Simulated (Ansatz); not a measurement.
System: zinc-blende HgSe. Method: PBE-D3(BJ) in Ansatz (PAW).

Settings: plane-wave cutoff 500 eV, 12×12×12 k mesh, Fermi–Dirac smearing 0.05 eV, scalar-relativistic PAW data made under PBE.

Computed at the level's own relaxed cell.

Question: Give the computed equilibrium volume per atom and lattice parameter a.

Answer: 
- equilibrium volume per atom = 29.39 Å³/atom
- lattice parameter a = 6.172 Å

The run finds no gap.

Measured, for comparison: equilibrium volume per atom 28.16 Å³/atom, lattice constant a 6.085 Å (293 K, not corrected to a static lattice; as tabulated in Cardona et al. (2009), arXiv:0908.2634). Computed (rounded) less measured: equilibrium volume per atom +4.4 %, lattice constant a +1.4 %.

Spin–orbit coupling is not included; it can shift volumes and moduli of such heavy elements.

The computed numbers hold no vibrational or temperature effects.

The result took roughly 40 core-seconds.

Ansatz is a first-principles code.
